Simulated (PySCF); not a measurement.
Z-matrix (Å, degrees):
```
Si
H 1 1.4954
H 1 1.4954 2 111.23
H 1 1.4954 2 111.23 3 124.60
```
Charge 0, spin multiplicity 2.

What total energy, highest occupied spin orbital and dipole moment does PBE-D3(BJ)/def2-TZVP in PySCF give?


```
Property                             Result
-----------------------------  ------------
total energy                   -291.0778 Ha
highest occupied spin orbital      -5.32 eV
dipole moment                     0.006 e·Å
```
